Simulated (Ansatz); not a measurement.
SiEtH3 (C2H8Si), 11 atoms. Hardware: 4 threads of Intel Xeon on a shared host.

Correlated methods freeze 7 core orbitals.

Task: How many basis functions does each of these Ansatz runs have, and roughly what does it cost? LDA (SPW92)/def2-TZVP, charge 0 singlet, energy, from earlier orbitals; r2SCAN-D4/def2-TZVP, charge 1 doublet at the geometry of the charge 0 singlet, energy, from earlier orbitals; r2SCANh-D4/def2-TZVP, charge 0 singlet, energy, from earlier orbitals; HF/6-31G, charge 0 singlet, energy; r2SCAN-D4/def2-TZVP, charge 0 singlet, relaxation, 4 steps; r2SCAN0-D4/def2-TZVP, charge 0 singlet, energy, from earlier orbitals; revPBE-D4/def2-TZVP, charge 0 singlet, energy, from earlier orbitals; PBE0-D4/def2-SVP, charge 0 singlet, energy with a search over starts; PBE-QIDH/def2-TZVP, charge 0 singlet, energy, from earlier orbitals; PBE0-D4/def2-TZVP, charge 0 singlet, energy, from earlier orbitals; PBE-D4/def2-SVP, charge 0 singlet, energy, from earlier orbitals; PBE-D4/def2-TZVP, charge 1 doublet at the geometry of the charge 0 singlet, energy, from earlier orbitals.

Result: Other jobs shared the machine, so times can vary by a factor of up to 3. A dash marks memory too small to be measured apart from the calling script's.

```json
{"run": "HF/6-31G, charge 0 singlet, energy", "functions": "47", "fitting or Cholesky vectors": "650", "wall time": "0.51 s", "peak host memory (GiB)": "–"}
{"run": "PBE-D4/def2-SVP, charge 0 singlet, energy, from earlier orbitals", "functions": "86", "fitting or Cholesky vectors": "976", "wall time": "1.2 s", "peak host memory (GiB)": "–"}
{"run": "PBE0-D4/def2-SVP, charge 0 singlet, energy with a search over starts", "functions": "86", "fitting or Cholesky vectors": "976", "wall time": "1.7 s", "peak host memory (GiB)": "–"}
{"run": "LDA (SPW92)/def2-TZVP, charge 0 singlet, energy, from earlier orbitals", "functions": "147", "fitting or Cholesky vectors": "964", "wall time": "1.8 s", "peak host memory (GiB)": "–"}
{"run": "revPBE-D4/def2-TZVP, charge 0 singlet, energy, from earlier orbitals", "functions": "147", "fitting or Cholesky vectors": "964", "wall time": "2.2 s", "peak host memory (GiB)": "–"}
{"run": "PBE0-D4/def2-TZVP, charge 0 singlet, energy, from earlier orbitals", "functions": "147", "fitting or Cholesky vectors": "980", "wall time": "2.3 s", "peak host memory (GiB)": "–"}
{"run": "r2SCAN0-D4/def2-TZVP, charge 0 singlet, energy, from earlier orbitals", "functions": "147", "fitting or Cholesky vectors": "980", "wall time": "3.4 s", "peak host memory (GiB)": "–"}
{"run": "r2SCANh-D4/def2-TZVP, charge 0 singlet, energy, from earlier orbitals", "functions": "147", "fitting or Cholesky vectors": "964", "wall time": "3.7 s", "peak host memory (GiB)": "–"}
{"run": "PBE-D4/def2-TZVP, charge 1 doublet at the geometry of the charge 0 singlet, energy, from earlier orbitals", "functions": "147", "fitting or Cholesky vectors": "964", "wall time": "4.1 s", "peak host memory (GiB)": "–"}
{"run": "PBE-QIDH/def2-TZVP, charge 0 singlet, energy, from earlier orbitals", "functions": "147", "fitting or Cholesky vectors": "1008", "wall time": "4.3 s", "peak host memory (GiB)": "–"}
{"run": "r2SCAN-D4/def2-TZVP, charge 1 doublet at the geometry of the charge 0 singlet, energy, from earlier orbitals", "functions": "147", "fitting or Cholesky vectors": "964", "wall time": "6 s", "peak host memory (GiB)": "–"}
{"run": "r2SCAN-D4/def2-TZVP, charge 0 singlet, relaxation, 4 steps", "functions": "147", "fitting or Cholesky vectors": "964", "wall time": "11 s", "peak host memory (GiB)": "–"}
```
